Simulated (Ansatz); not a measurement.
`BBN` + H₂O → `BBO` + NH₃ at 600 K and 1 bar (formal hydrolysis of a B–N bond).

Calculated with Ansatz (gas phase, PBE0-D4/def2-TZVP geometries, no zero-point term in ΔE). CBS: MP2 limit from def2 TZ/QZ plus the TZ coupled-cluster correction, frozen cores. This one scheme is used for every species. One conformer a species, not always the lowest.

```json
{"species": "`BBN`", "CCSD(T)/CBS energy (Eh)": "-107.29684", "H − E (kJ/mol)": "199.5", "S (J/(mol·K))": "336.8"}
{"species": "H₂O", "CCSD(T)/CBS energy (Eh)": "-76.37941", "H − E (kJ/mol)": "76.8", "S (J/(mol·K))": "212.8"}
{"species": "`BBO`", "CCSD(T)/CBS energy (Eh)": "-127.16606", "H − E (kJ/mol)": "163.4", "S (J/(mol·K))": "327.8"}
{"species": "NH₃", "CCSD(T)/CBS energy (Eh)": "-56.50880", "H − E (kJ/mol)": "112.4", "S (J/(mol·K))": "219.5"}
```

H − E and S are ideal-gas, rigid-rotor, harmonic terms from PBE0-D4/def2-TZVP, for one conformer and one mirror image of each species. 1 Eh = 2625.50 kJ/mol, R = 8.31446 J/(mol·K).

Question: By hand: ΔE, ΔH, ΔS and ΔG.

Answer: ΔE = (-127.16606) + (-56.50880) − (-107.29684) − (-76.37941) = 0.00139 Eh = 3.6 kJ/mol. Δ(H − E) = 163.4 + 112.4 − 199.5 − 76.8 = -0.5, so ΔH = 3.1 kJ/mol. ΔS = 327.8 + 219.5 − 336.8 − 212.8 = -2.3 J/(mol·K). ΔG = 3.1 − 600 × (-2.3)/1000 = 4.5 kJ/mol.

Question: By hand: the equilibrium constant, and the temperature at which ΔG would vanish if ΔH and ΔS stayed fixed.

Answer: log₁₀ K = −ΔG/(RT ln 10) = -0.4. ΔH and −TΔS have one sign here, so there is no such temperature.

TΔS isn't small against ΔH here. The sign of ΔG lies within the doubt. A doubt of 5 kJ/mol in ΔE shifts log₁₀ K by 0.4 here. Other conformers and mirror images would add mixing entropy, several J/(mol·K) or more a flexible species. These are equilibria of isolated gas molecules and say nothing of rates. Largest T1 diagnostic: 0.013 (customary marks: 0.02 for closed shells, 0.045 for open ones).

ΔS is within the doubt of such terms, so its sign, and with it that verdict, could turn.
